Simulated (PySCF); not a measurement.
Magnetisability: `C/C(F)=C/[O-]`, [C$_{3}$H$_{4}$FO]-, charge -1

Molfile (atoms numbered from 1):
```
C3H4FO
     RDKit          3D

  9  8  0  0  0  0  0  0  0  0999 V2000
   -1.1500    0.0265    0.0079 C   0  0  0  0  0  0  0  0  0  0  0  0
    0.2935    0.4035    0.1221 C   0  0  0  0  0  0  0  0  0  0  0  0
    0.4343    1.7459    0.5461 F   0  0  0  0  0  0  0  0  0  0  0  0
    1.3728   -0.3777   -0.1247 C   0  0  0  0  0  0  0  0  0  0  0  0
    2.6076   -0.1538   -0.0554 O   0  0  0  0  0  0  0  0  0  0  0  0
   -1.6808    0.6551   -0.7199 H   0  0  0  0  0  0  0  0  0  0  0  0
   -1.6756    0.1279    0.9671 H   0  0  0  0  0  0  0  0  0  0  0  0
   -1.2252   -1.0101   -0.3160 H   0  0  0  0  0  0  0  0  0  0  0  0
    1.0369   -1.4111   -0.4523 H   0  0  0  0  0  0  0  0  0  0  0  0
  1  2  1  0
  2  3  1  0
  2  4  2  0
  4  5  1  0
  1  6  1  0
  1  7  1  0
  1  8  1  0
  4  9  1  0
M  CHG  1   5  -1
M  END
```

Method: PySCF 2.14.0, GIAO KT1/ANO-RCC-VDZP magnetisability, rotational g tensor and spin-rotation constants, non-relativistic, gas phase. Geometry: GFN2-xTB.

For an ion the centre-of-mass motion in the field is neglected. The highest occupied orbital is unbound at this level, so the values depend on the basis.

How diamagnetic is it, and how anisotropic?

Isotropic -642 × 10⁻³⁰ J/T², or -38.6 × 10⁻⁶ cm³/mol; principal values -706, -667, -551 × 10⁻³⁰ J/T², anisotropy 140 × 10⁻³⁰ J/T² (root of half the summed squared differences of the principal values). The susceptibility is in cgs units.

Split it along the inertial axes a, b, c into diamagnetic and paramagnetic parts about the centre of mass, with the quadrupole moment.


| axis | χ (10⁻⁶ cm³/mol) | diamagnetic (10⁻⁶ cm³/mol) | paramagnetic (10⁻⁶ cm³/mol) | summed x² of all electrons (Å²) | quadrupole Θ (D Å) |
| --- | --- | --- | --- | --- | --- |
| a | -42.5 | -193.0 | 150.5 | 80.9 | -12.83 |
| b | -33.3 | -379.2 | 346.0 | 37.0 | +4.05 |
| c | -40.2 | -500.3 | 460.1 | 8.5 | +8.78 |

Anisotropies 2χaa − χbb − χcc = -11.4 and 2χbb − χaa − χcc = +16.1 × 10⁻⁶ cm³/mol. Θ is traceless in Buckingham's convention.

And the rotational g tensor?


| axis | rotational constant (GHz) | g | nuclear part | electronic part |
| --- | --- | --- | --- | --- |
| a | 9.2778 | -0.0829 | 0.5732 | -0.6562 |
| b | 3.8624 | -0.0692 | 0.5585 | -0.6277 |
| c | 2.7742 | -0.0443 | 0.5553 | -0.5996 |

Asymmetric top; isotopes 12C, 19F, 1H, 16O; no vibrational averaging.
